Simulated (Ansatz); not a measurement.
## How methods differ on COF2 (carbonyl fluoride)

COF2: 4 atoms, total charge 0, spin state singlet. As SMILES, `O=C(F)F`. The shape is that of a PBE0-D4/def2-TZVP optimisation.

```jsonl
{"atom": "O", "x (Å)": "-1.2427", "y (Å)": "-0.1574", "z (Å)": "0.1539"}
{"atom": "C", "x (Å)": "-0.0918", "y (Å)": "-0.0116", "z (Å)": "0.0114"}
{"atom": "F", "x (Å)": "0.8455", "y (Å)": "-0.8267", "z (Å)": "0.4247"}
{"atom": "F", "x (Å)": "0.4890", "y (Å)": "0.9957", "z (Å)": "-0.5900"}
```

Each level gives the energy change with the C2–F3 bond stretched from 1.309 to 1.964 Å (eV). The values are calculated.

| level | kind | program | value (eV) | less FCI/STO-3G |
| --- | --- | --- | --- | --- |
| PBE/STO-3G (restricted) | GGA | Ansatz | 2.37 | +0.26 |
| r2SCAN/STO-3G (restricted) | meta-GGA | Ansatz | 2.62 | +0.51 |
| B3LYP/STO-3G (restricted) | global hybrid | Ansatz | 2.70 | +0.59 |
| BHLYP/STO-3G (restricted) | global hybrid | Ansatz | 3.44 | +1.33 |
| CAM-B3LYP/STO-3G (restricted) | range-separated hybrid | Ansatz | 3.07 | +0.96 |
| wB97M-V/STO-3G (restricted) | range-separated hybrid | Ansatz | 3.11 | +1.00 |
| B2PLYP/STO-3G (restricted) | double hybrid | Ansatz | 2.83 | +0.72 |
| FCI/STO-3G | exact in the basis | Ansatz | 2.11 | 0.00 |

FCI/STO-3G is exact within its basis and frozen core, so for wave-function methods in that basis the difference is their error; functionals converge differently with the basis, so for them it is only a difference. The first shape isn't each level's own minimum. The values span 2.11 to 3.44 eV. All rows use very small basis sets, so even the best lies far from the true value.
